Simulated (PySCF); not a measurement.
All values below come from PBE0-D4/def2-TZVP (PySCF). Isolated molecules, 0 K electronic values unless said otherwise. 

Reference species (SMILES): `O=[C]C` (neutral, multiplicity 2).

| Property | Value |
|---|---|
| highest occupied spin orbital | -5.75 eV |

Changed species: `[OH]` (radical fragment; the reference has radical fragment).

Task: Predict the effect on the highest occupied spin orbital.

Result: the highest occupied spin orbital falls by 3.34 eV, to -9.09 eV.
